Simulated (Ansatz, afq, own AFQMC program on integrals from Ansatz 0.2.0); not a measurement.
**AFQMC, coupled cluster and functionals along a coordinate of H2O + N, quartet**

```xyz
4

O    -1.0026   -0.0292    0.0000
H    -1.2519    0.8974    0.0000
H    -0.0431   -0.0292    0.0000
N     1.2384   -0.0292    0.0000
```

A hydrogen atom is moved from one rigid fragment to the other; the O1–H3 distance tells how far. The two fragments are held close together, so this isn't a minimum-energy path and the start is a compressed complex. Energies in kcal/mol count from this geometry (0.960 Å) at the same level; the start stands on UHF, each point on the determinant named.

Basis cc-pVTZ. Only valence electrons are correlated. Ansatz 0.2.0 and our own AFQMC program on the same integrals; the CISD trial comes from CCSD amplitudes, and released means the phaseless constraint is let go. Uncertainties: one standard error, sampling alone.

Cautions, each for one point or more: lower spins were not checked.

```
r(O1–H3) / Å  det.     T1  weight  ⟨S²⟩  CCSD(T)  ph-AFQMC/CISD  CCSDT(Q)  B2PLYP   MP2
       1.029   UHF  0.016    0.90  3.77      3.8      3.9 ± 0.2       3.7     2.6   4.3
       1.063   UHF  0.017    0.89  3.77      6.7      6.6 ± 0.2       6.5     4.8   7.5
       1.098   UHF  0.017    0.89  3.78      9.9      9.9 ± 0.2       9.7     7.4  11.5
       1.132   UHF  0.018    0.89  3.79     13.2     13.0 ± 0.2      12.9    10.1  15.9
       1.201   UHF  0.029    0.88  3.79     20.2     20.2 ± 0.2      19.8    16.3  26.6
```

Weight is that of the determinant in the CISD state; at the start T1 is 0.014 and the weight 0.90, and ⟨S²⟩ is 3.76. Largest departures from CCSDT(Q), at the points where its series has closed: CCSD(T) 0.4 kcal/mol at 1.201 (on UHF), ph-AFQMC/CISD 0.4 kcal/mol at 1.201 (on UHF), B2PLYP -3.5 kcal/mol at 1.201, MP2 6.9 kcal/mol at 1.201 (on UHF). Functionals count only at points shown to share the start's state and spin. In total energy ph-AFQMC/CISD lies 17 ± 6 meV above CCSDT(Q) at the start, so its agreement along the curve rests in part on cancellation.

Some points may be missing: those where a free walk finds a much lower state, and past Zn most of those on another determinant than at the start.

A walk keeps the symmetry of its determinant, which the program's search chose and which needn't be the lowest solution, so a lower state of the same spin and another symmetry isn't excluded.
